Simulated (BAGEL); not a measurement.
# [S5]2− ([S5]2-): HF/6-31G(d) (density fitting with qzvpp-jkfit, spherical functions)

What is the vertical singlet–triplet gap of [S5]2− ([S5]2-) at HF/6-31G* (density fitting with qzvpp-jkfit, spherical functions)? 

The calculation is run with BAGEL 1.2.2.

2 further runs of the same task are left out: 2 set aside as unsound or not needed.

## 1. The structure to begin with

[S5]2− has 5 atoms, charge -2, and is taken as a singlet. The shape is that of a GFN2-xTB optimisation.

Bond lengths: S1–S2 1.980 Å, S2–S3 2.089 Å, S3–S4 2.089 Å, S4–S5 1.981 Å. Angles: S1–S2–S3 111.9°, S2–S3–S4 110.4°, S3–S4–S5 111.7°.

## 2. A single-point energy at HF/6-31G(d) (density fitting with qzvpp-jkfit, spherical functions)

Contents of input.json:

```json
{ "bagel" : [

{
  "title" : "molecule",
  "basis" : "6-31gs.json",
  "df_basis" : "qzvpp-jkfit",
  "angstrom" : "true",
  "geometry" : [
    { "atom" : "S", "xyz" : [    1.144150,   -1.724750,    2.091660 ] },
    { "atom" : "S", "xyz" : [    0.528790,   -1.612230,    0.213310 ] },
    { "atom" : "S", "xyz" : [   -1.121990,   -0.347810,    0.010040 ] },
    { "atom" : "S", "xyz" : [   -0.497730,    1.633310,   -0.215110 ] },
    { "atom" : "S", "xyz" : [   -0.053220,    2.051480,   -2.099900 ] }
  ]
},
{
  "title" : "hf",
  "charge" : -2
},
{
  "title" : "print",
  "file" : "orbitals.molden",
  "orbitals" : "true"
}

]}
```

The basis set 6-31G* is read from a file made from the Basis Set Exchange's data (not shown).

Started as:

```console
$ BAGEL_NUM_THREADS=1 BAGEL input.json > input.out
```

The program printed:

```text
* using 1 threads per process

  ===============================================================
  ===============================================================

  *** Geometry ***

  { "atom" : "S", "xyz" : [      2.162130,     -3.259305,      3.952665 ] },
  { "atom" : "S", "xyz" : [      0.999268,     -3.046673,      0.403097 ] },
  { "atom" : "S", "xyz" : [     -2.120254,     -0.657266,      0.018973 ] },
  { "atom" : "S", "xyz" : [     -0.940573,      3.086509,     -0.406499 ] },
  { "atom" : "S", "xyz" : [     -0.100571,      3.876735,     -3.968236 ] },

  Number of auxiliary basis functions:      640

  Since a DF basis is specified, we compute 2- and 3-index integrals:
    o Being stored without compression. Storage requirement is 0.041 GB

  Number of basis functions:       90
  Number of electrons      :       80

    * METHOD: MOLECULE                             0.46

  *** RHF ***

  === Nuclear Repulsion ===
   471.6830514543

      * DIIS with orbital gradients will be used.

  === RHF iteration (6-31gs.json) ===
      0      -1987.41532916          0.00638208           0.15
      1      -1987.48292810          0.00290619           0.14
      2      -1987.49748107          0.00112463           0.17
      3      -1987.49988208          0.00026035           0.15
      4      -1987.50006836          0.00009420           0.14
      5      -1987.50009920          0.00003270           0.14
      6      -1987.50010368          0.00001357           0.14
      7      -1987.50010410          0.00000422           0.14
      8      -1987.50010415          0.00000195           0.14
      9      -1987.50010416          0.00000076           0.14
     10      -1987.50010416          0.00000032           0.16
     11      -1987.50010416          0.00000016           0.14
     12      -1987.50010416          0.00000006           0.14
     13      -1987.50010416          0.00000002           0.14
     14      -1987.50010416          0.00000001           0.13
    * SCF iteration converged.

    * Permanent dipole moment:
           (    1.021371,     0.307388,    -0.007728) a.u.

    * METHOD: HF                                   2.35

    * METHOD: PRINT                                0.01

  ===============================================================
```

Wall time 3.3 s (1 thread of Intel Xeon 6975P-C (Granite Rapids), shared host); peak memory 0.18 GiB.

## 3. The triplet

Contents of job.json:

```json
{ "bagel" : [

{
  "title" : "molecule",
  "basis" : "6-31gs.json",
  "df_basis" : "qzvpp-jkfit",
  "angstrom" : true,
  "geometry" : [
    { "atom" : "S", "xyz" : [    1.144150,   -1.724750,    2.091660 ] },
    { "atom" : "S", "xyz" : [    0.528790,   -1.612230,    0.213310 ] },
    { "atom" : "S", "xyz" : [   -1.121990,   -0.347810,    0.010040 ] },
    { "atom" : "S", "xyz" : [   -0.497730,    1.633310,   -0.215110 ] },
    { "atom" : "S", "xyz" : [   -0.053220,    2.051480,   -2.099900 ] }
  ]
},
{
  "title" : "uhf",
  "charge" : -2,
  "nopen" : 2
},
{
  "title" : "print",
  "file" : "orbitals.molden",
  "orbitals" : true
}

]}
```

The basis set 6-31G* is read from a file made from the Basis Set Exchange's data (not shown).

Started as:

```console
$ BAGEL_NUM_THREADS=1 BAGEL job.json > job.out
```

The program printed:

```text
* using 1 threads per process

  ===============================================================
  ===============================================================

  *** Geometry ***

  { "atom" : "S", "xyz" : [      2.162130,     -3.259305,      3.952665 ] },
  { "atom" : "S", "xyz" : [      0.999268,     -3.046673,      0.403097 ] },
  { "atom" : "S", "xyz" : [     -2.120254,     -0.657266,      0.018973 ] },
  { "atom" : "S", "xyz" : [     -0.940573,      3.086509,     -0.406499 ] },
  { "atom" : "S", "xyz" : [     -0.100571,      3.876735,     -3.968236 ] },

  Number of auxiliary basis functions:      640

  Since a DF basis is specified, we compute 2- and 3-index integrals:
    o Being stored without compression. Storage requirement is 0.041 GB

  Number of basis functions:       90
  Number of electrons      :       80

    * METHOD: MOLECULE                             0.43

  *** Open-shell HF ***

  === Nuclear Repulsion ===
   471.6830514543

      * DIIS with orbital gradients will be used.

  === UHF iteration (6-31gs.json) ===
      0      -1987.30449861          0.00991244           0.39
      1      -1987.36716875          0.00444196           0.34
      2      -1987.37730237          0.00221642           0.29
      3      -1987.38038997          0.00083007           0.29
      4      -1987.38160594          0.00036614           0.36
      5      -1987.38205161          0.00024912           0.28
      6      -1987.38253533          0.00020156           0.28
      7      -1987.38277466          0.00022454           0.28
      8      -1987.38260757          0.00019854           0.27
      9      -1987.38237274          0.00010007           0.32
     10      -1987.38239417          0.00004719           0.27
     11      -1987.38240290          0.00002644           0.26
     12      -1987.38240477          0.00001277           0.27
     13      -1987.38240624          0.00000679           0.27
     14      -1987.38240643          0.00000523           0.27
     15      -1987.38240660          0.00000583           0.27
     16      -1987.38240661          0.00000587           0.27
     17      -1987.38240657          0.00000541           0.27
     18      -1987.38240657          0.00000546           0.27
     19      -1987.38240655          0.00000540           0.26
     20      -1987.38240658          0.00000548           0.27
     21      -1987.38240662          0.00000571           0.27
     22      -1987.38240646          0.00000459           0.31
     23      -1987.38240634          0.00000197           0.27
     24      -1987.38240634          0.00000147           0.28
     25      -1987.38240634          0.00000085           0.27
     26      -1987.38240634          0.00000048           0.27
     27      -1987.38240635          0.00000028           0.27
     28      -1987.38240635          0.00000020           0.27
     29      -1987.38240635          0.00000019           0.27
     30      -1987.38240635          0.00000020           0.27
     31      -1987.38240635          0.00000021           0.27
     32      -1987.38240635          0.00000018           0.27
     33      -1987.38240635          0.00000012           0.27
     34      -1987.38240635          0.00000010           0.28
     35      -1987.38240635          0.00000006           0.27
     36      -1987.38240635          0.00000005           0.27
     37      -1987.38240635          0.00000003           0.27
     38      -1987.38240635          0.00000002           0.28
     39      -1987.38240635          0.00000001           0.28
     40      -1987.38240635          0.00000001           0.28
    * SCF iteration converged.

    * S^2 (UHF) is 2.0290

    * Permanent dipole moment:
           (    0.591792,     0.172404,     0.000994) a.u.

    * METHOD: UHF                                 11.78

    * METHOD: PRINT                                0.01

  ===============================================================
```

It took 13 s on 1 thread of Intel Xeon 6975P-C (Granite Rapids), shared host; peak memory 0.19 GiB.

## 4. Results

Level: HF/6-31G* (density fitting with qzvpp-jkfit, spherical functions).

```
                                                      quantity           value
                                         singlet: total energy  -1987.50010 Eh
                                          singlet: HOMO energy         0.86 eV
                                          singlet: LUMO energy        10.57 eV
singlet: HOMO–LUMO gap (to an unbound level, set by the basis)         9.71 eV
                                         triplet: total energy  -1987.38241 Eh
                                                 triplet: ⟨S²⟩           2.029
              vertical energy of the triplet above the singlet        3.203 eV
```

At this shape the triplet lies 3.20 eV (309 kJ/mol) above the singlet. The HOMO (singlet) lies at positive energy, 0.86 eV: the electron is unbound at this level or held by a compact basis; values depend on the basis.
